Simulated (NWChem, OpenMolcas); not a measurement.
OpenMolcas → NWChem

This OpenMolcas 26.06 job computes doublet [C2H2F2]+:

coord.xyz:
```
6

C     -0.115900     0.471000    -0.544400
C      0.105000    -0.394600     0.420100
F     -0.454900    -0.363600     1.607600
F      0.919200    -1.422100     0.343000
H      0.394200     0.360600    -1.488400
H     -0.805600     1.284800    -0.384200
```

job.input:
```
>>> EXPORT MOLCAS_PRINT=2
&GATEWAY
BasLib=$CurrDir
Coord=coord.xyz
Basis=aug-cc-pVDZ
Group=NoSym
&SEWARD
&SCF
UHF
Charge=1
Spin=2
Thresholds=1e-10 1e-07 1e-07 1e-05
PrOrbitals=1 1
```

```bash
$ export MOLCAS_MEM=1860
$ pymolcas job.input > job.log
```

(Basis files named in the input come from the Basis Set Exchange and aren't shown.)

Geometry: relaxed at PBE0-D4/def2-TZVP. That shape belongs to the parent species and isn't relaxed for this state.

It gives a total energy of -275.431164 Eh.

**Question.** Translate the job to NWChem 7.3.0 as an ASE script.

**Answer.** One way, which was run:

run.py:
```python
from ase import Atoms
from ase.calculators.nwchem import NWChem

mol = Atoms(['C', 'C', 'F', 'F', 'H', 'H'], positions=[
    [-0.115900, 0.471000, -0.544400],
    [0.105000, -0.394600, 0.420100],
    [-0.454900, -0.363600, 1.607600],
    [0.919200, -1.422100, 0.343000],
    [0.394200, 0.360600, -1.488400],
    [-0.805600, 1.284800, -0.384200],
])

calc = NWChem(
    label='mymol',
    theory='scf',
    memory='2200 mb',
    basis='aug-cc-pVDZ',
    basispar='spherical bse',
    charge=1,
    scf={'nopen': '1', 'uhf': None, 'thresh': '1e-08', 'maxiter': '80'},
    task='energy',
)
mol.calc = calc

print("Total energy (eV):", round(mol.get_potential_energy(), 6))
```

```bash
$ export ASE_NWCHEM_COMMAND="nwchem PREFIX.nwi > PREFIX.nwo"
$ python run.py
```

Its energy is -275.431164 Eh, 0.000 mEh from the first.
